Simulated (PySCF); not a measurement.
# Magnetic susceptibility: `[H]/P=P\C(=O)OC`, C2H4O2P2

Cartesian coordinates in Å; atom numbers follow the order of the lines, from 1:
```xyz
10

C    -1.867    0.078    0.430
O    -0.763    0.094   -0.468
C     0.445   -0.005    0.062
O     0.691   -0.108    1.237
P     1.661    0.044   -1.339
P     3.415   -0.123   -0.329
H    -1.879   -0.858    0.991
H    -1.791    0.910    1.132
H    -2.760    0.171   -0.182
H     2.856   -0.197    0.959
```

The calculation used PySCF, GIAO PBE/aug-pcSseg-1 magnetisability, rotational g tensor and spin-rotation constants, non-relativistic, gas phase. Geometry: GFN2-xTB.

**Question.** What are the magnetisability and the molar susceptibility?

**Answer.** Isotropic -890 × 10⁻³⁰ J/T², or -53.6 × 10⁻⁶ cm³/mol; principal values -1344, -724, -602 × 10⁻³⁰ J/T², anisotropy 690 × 10⁻³⁰ J/T² (root of half the summed squared differences of the principal values). The susceptibility is in cgs units.

**Question.** Split it along the inertial axes a, b, c into diamagnetic and paramagnetic parts about the centre of mass, with the quadrupole moment.

**Answer.** 
| axis | χ (10⁻⁶ cm³/mol) | diamagnetic (10⁻⁶ cm³/mol) | paramagnetic (10⁻⁶ cm³/mol) | summed x² of all electrons (Å²) | quadrupole Θ (D Å) |
| --- | --- | --- | --- | --- | --- |
| a | -43.5 | -259.8 | 216.3 | 220.6 | +8.58 |
| b | -36.4 | -986.2 | 949.9 | 49.4 | -7.89 |
| c | -81.0 | -1145.3 | 1064.4 | 11.9 | -0.69 |

Anisotropies 2χaa − χbb − χcc = +30.3 and 2χbb − χaa − χcc = +51.8 × 10⁻⁶ cm³/mol. Θ is traceless in Buckingham's convention.

**Question.** And the rotational g tensor?

**Answer.** 
| axis | rotational constant (GHz) | g | nuclear part | electronic part |
| --- | --- | --- | --- | --- |
| a | 6.7419 | -0.1522 | 0.5329 | -0.6851 |
| b | 1.2823 | -0.0274 | 0.5448 | -0.5722 |
| c | 1.0847 | -0.0026 | 0.5398 | -0.5424 |

Asymmetric top; isotopes 12C, 1H, 16O, 31P; no vibrational averaging.
